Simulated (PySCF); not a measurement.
**What binds to water, and how strongly**

Gas-phase complexes of water, each in one structure from a short search with a few starts, optimised by PBE0-D3(BJ)/def2-SVPD or PBE0-D3(BJ)/def2-TZVPD; other ways of binding may lie lower. Energies in kcal/mol, wB97M-D3(BJ)/def2-TZVPD, counterpoise-corrected (PySCF): interaction is complex less parts frozen as they stand in it, binding adds what it costs to deform them. Contacts are written partner···water; electrostatic, Pauli and orbital are terms of the uncorrected same energy, whose rest is dispersion or correlation.

2 other partners are left out, for which the search missed the form known or expected to bind best.

Frequency runs check only 4 of the 6 structures; an imaginary mode is left, so that the point isn't a minimum, in the complex with methane (85i cm⁻¹). 1 further partner within 0.25 kcal/mol of a listed one is not ranked.

**Question.** Order these partners of water by binding energy, strongest first: dimethyl ether, carbon monoxide, Be2+, methane, arsenic trifluoride, carbon disulfide.

**Answer.** Be2+ (-145.7), arsenic trifluoride (-6.3), dimethyl ether (-5.7), carbon monoxide (-1.8), carbon disulfide (-1.3), methane (-0.7).
```csv
partner,contact,distance (Å),binding,interaction,electrostatic,Pauli,orbital
Be2+,Be···O,1.48,-145.7,-146.9,-83.9,41.6,-103.6
arsenic trifluoride,As···O,2.62,-6.3,-7.3,-20.3,21.8,-7.6
dimethyl ether,O···H,1.83,-5.7,-5.7,-10.6,10.7,-4.6
carbon monoxide,C···H,2.33,-1.8,-1.8,-2.9,2.9,-1.3
carbon disulfide,S···H,2.71,-1.3,-1.3,-1.0,1.7,-1.1
methane,H···H,2.46,-0.7,-0.7,-0.7,0.8,-0.3
```

Multiply charged ions in the gas phase bind far more strongly than in solution.
